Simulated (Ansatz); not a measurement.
Input and command of a calculation in Ansatz (plane waves; scalar-relativistic PAW potentials unless the input names others):

```yaml
crystal:
  lattice:
    - [4.3944052485, 0.0, 0.0]
    - [0.0, 4.3944052485, 0.0]
    - [0.0, 0.0, 4.3944052485]
  atoms:
    - { symbol: Os, position: [0.25, 0.25, 0.25] }
    - { symbol: Os, position: [0.25, 0.75, 0.75] }
    - { symbol: Os, position: [0.75, 0.75, 0.25] }
    - { symbol: Os, position: [0.75, 0.25, 0.75] }
    - { symbol: O, position: [0.0, 0.0, 0.0] }
    - { symbol: O, position: [0.5, 0.5, 0.5] }
basis:
  ecutwfc: 420
kpoints:
  mp_grid: { grid: [8, 8, 8] }
hamiltonian:
  xc: pbe
  hubbard: { sites: [{ species: Os, l: d, u_eff: 20.0 }] }
scf:
  occupations: { method: gaussian, width: 0.1 }
  max_iter: 80
output:
  forces: true
  eigenvalues: true
  stress: true
```

```bash
ansatz run input.yaml --threads 1 --pin off --max-ram 2560MiB --backend cpu --events-out ev --progress --plain --runs-dir out
```

Abridged log:
```
Os: projections on atomic orbitals take those of the free atom [Kr 4d10 4f14] 5s2 5p6 5d6 6s2, of charge +0.00 (hamiltonian.pseudopotentials.projection_atoms); the dataset's partial waves leave at most 7.8e-5 of an orbital's norm unspanned inside its sphere
O: projections on atomic orbitals take those of the free atom [He] 2s2 2p4, of charge +0.00 (hamiltonian.pseudopotentials.projection_atoms); the dataset's partial waves leave at most 1.9e-8 of an orbital's norm unspanned inside its sphere
Pseudopotentials: kind: paw
Pseudopotential: Os, paw, valence charge 16, recommended cutoff 420 eV (normal)
Pseudopotential: O, paw, valence charge 6, recommended cutoff 420 eV (normal)
Functional definition: PBE
Crystal: 6 atoms, lattice volume = 84.859 Å³
Basis set: ecut = 420 eV, 1647 PW (Γ), exchange–correlation on 60×60×60 points (8 copies of the dense FFT grid, shifted against one another)
Bands: 46, of which v1, the nominal top of the filled ones, is band 38 counted from 1 (37 counted from 0)
Symmetry: 48 space group operations
Space group: Pn-3m (ITA 224), of the structure as read, at distance tolerance 4.4e-5 Å
k-points: 35 of 512
Initial density: superposition of atomic densities (chi_scale 0.1, normalization cell, long waves of neutral atoms under a Hubbard term (reshape's long-wave potential 0.00 eV rms, cloud 2.10 Å wide))
Initial wavefunctions: pseudopotential atomic-orbital guess
Functional: x = pbe(κ = 0.804, μ = 0.21951497), c = pbe(β = 0.06672455)
SCF iter   1: F=—  HF=-46577.007888 eV  |F-HF|=—  |Δ(HF+E_count)|=         —  Δρ=1.45e-1  dr2=2.07e1  ethr=3.10e-3  ⟨swp⟩=5.0  Hψ=5006  notcnv=0
SCF iter   2: F=—  HF=-46586.873778 eV  |F-HF|=—  |Δ(HF+E_count)|=    9.87e0  Δρ=7.50e-2  dr2=2.46e0  ethr=3.10e-3  ⟨swp⟩=2.9  Hψ=2970  notcnv=0  defer=65
SCF iter   3: F=—  HF=-46595.465560 eV  |F-HF|=—  |Δ(HF+E_count)|=    8.59e0  Δρ=3.86e-2  dr2=5.54e-1  ethr=3.10e-3  ⟨swp⟩=2.6  Hψ=2905  notcnv=0  defer=77
SCF iter   4: F=—  HF=-46598.474997 eV  |F-HF|=—  |Δ(HF+E_count)|=    3.01e0  Δρ=2.39e-2  dr2=3.03e-1  ethr=7.29e-4  ⟨swp⟩=2.6  Hψ=2876  notcnv=0  defer=78
SCF iter   5: F=—  HF=-46599.620165 eV  |F-HF|=—  |Δ(HF+E_count)|=    1.15e0  Δρ=2.48e-2  dr2=4.32e-1  ethr=3.99e-4  ⟨swp⟩=2.3  Hψ=2881  notcnv=0  defer=67
SCF iter   6: F=—  HF=-46600.435068 eV  |F-HF|=—  |Δ(HF+E_count)|=   8.15e-1  Δρ=3.46e-2  dr2=9.10e-1  ethr=3.99e-4  ⟨swp⟩=2.3  Hψ=3072  notcnv=0  defer=60
SCF iter   7: F=—  HF=-46600.800169 eV  |F-HF|=—  |Δ(HF+E_count)|=   3.65e-1  Δρ=1.24e-2  dr2=9.72e-2  ethr=3.99e-4  ⟨swp⟩=3.0  Hψ=3387  notcnv=0  defer=58
SCF iter   8: F=—  HF=-46600.987382 eV  |F-HF|=—  |Δ(HF+E_count)|=   1.87e-1  Δρ=7.76e-3  dr2=6.42e-2  ethr=1.28e-4  ⟨swp⟩=2.5  Hψ=3362  notcnv=0  defer=57
SCF iter   9: F=—  HF=-46600.988093 eV  |F-HF|=—  |Δ(HF+E_count)|=   7.11e-4  Δρ=5.51e-3  dr2=2.67e-2  ethr=8.44e-5  ⟨swp⟩=2.1  Hψ=3046  notcnv=0  defer=61
SCF iter  10: F=—  HF=-46600.990746 eV  |F-HF|=—  |Δ(HF+E_count)|=   2.65e-3  Δρ=3.06e-3  dr2=6.13e-3  ethr=3.51e-5  ⟨swp⟩=3.0  Hψ=3623  notcnv=0  defer=63
SCF iter  11: F=—  HF=-46600.996729 eV  |F-HF|=—  |Δ(HF+E_count)|=   5.98e-3  Δρ=1.38e-3  dr2=1.35e-3  ethr=8.06e-6  ⟨swp⟩=2.7  Hψ=3263  notcnv=0  defer=59
SCF iter  12: F=—  HF=-46601.002366 eV  |F-HF|=—  |Δ(HF+E_count)|=   5.64e-3  Δρ=9.29e-4  dr2=5.98e-4  ethr=1.78e-6  ⟨swp⟩=3.3  Hψ=3447  notcnv=0  defer=57
SCF iter  13: F=—  HF=-46601.004877 eV  |F-HF|=—  |Δ(HF+E_count)|=   2.51e-3  Δρ=3.43e-4  dr2=7.96e-5  ethr=7.87e-7  ⟨swp⟩=3.0  Hψ=3051  notcnv=0  defer=57
SCF iter  14: F=—  HF=-46601.005249 eV  |F-HF|=—  |Δ(HF+E_count)|=   3.72e-4  Δρ=5.85e-5  dr2=2.89e-6  ethr=1.05e-7  ⟨swp⟩=3.0  Hψ=3587  notcnv=0  defer=57
SCF iter  15: F=—  HF=-46601.005249 eV  |F-HF|=—  |Δ(HF+E_count)|=   8.94e-8  Δρ=9.93e-6  dr2=1.15e-7  ethr=3.81e-9  ⟨swp⟩=2.0  Hψ=2003  notcnv=0  defer=57
SCF iter  16: F=-46601.005249 eV  HF=-46601.005249 eV  |F-HF|=1.73e-9  |Δ(HF+E_count)|=   8.87e-8  Δρ=3.07e-6  dr2=9.28e-9  ethr=1.32e-10  ⟨swp⟩=11.3  Hψ=6720  notcnv=0
SCF 1 converged in 16 iterations: F = -46601.005249 eV  dr2 = 9.28e-9
SCF converged after 16 iterations
Free energy (F): -46601.005249 eV
Harris-Foulkes:  -46601.005249 eV  (|F-HF|=1.73e-9)
Internal energy: -46600.962146 eV  (E = F + TS)
E sigma→0 (E₀):  -46600.983698 eV
Entropy (-TS):   -0.043102 eV (-7.184 meV/atom)
Fermi energy:    13.734872 eV
--- Forces (eV/Å), atoms counted from 1 ---
  atom   1  Os     0.00000000     0.00000000     0.00000000
  atom   2  Os     0.00000000     0.00000000     0.00000000
  atom   3  Os     0.00000000     0.00000000     0.00000000
  atom   4  Os     0.00000000     0.00000000     0.00000000
  atom   5  O      0.00000000     0.00000000     0.00000000
  atom   6  O      0.00000000     0.00000000     0.00000000
--- Stress (GPa, compression-positive) ---
       64.163889       0.000000       0.000000
        0.000000      64.163889       0.000000
        0.000000       0.000000      64.163889
  P = ⅓ Tr σ = 64.1639 GPa (641.639 kbar)
Occupation matrices written to <dir>
```

Problem. What is wrong with this input?

Solution. The fault is an enormous or negative U (hamiltonian.hubbard: not typed → {"sites": [{"species": "Os", "l": "d", "u_eff": 20.0}]}, the first being the value of the sound run). Setting it back cures it. The run converged all the same, with an energy at zero smearing 10.2 eV/atom above the reference's (the Hamiltonian itself differs), pressure 64.16 GPa, largest force 0.000 eV/Å, no gap on the mesh, so convergence alone doesn't show that an input is right. A reference run on usual settings, whose relaxation ended at this geometry, converged, and the end of its own relaxation has pressure 0.00 GPa, largest force 0.000 eV/Å, no gap on the mesh.

The run took 20 s on 1 thread of Arm Neoverse V1, with other jobs on the host, peak memory 0.45 GiB.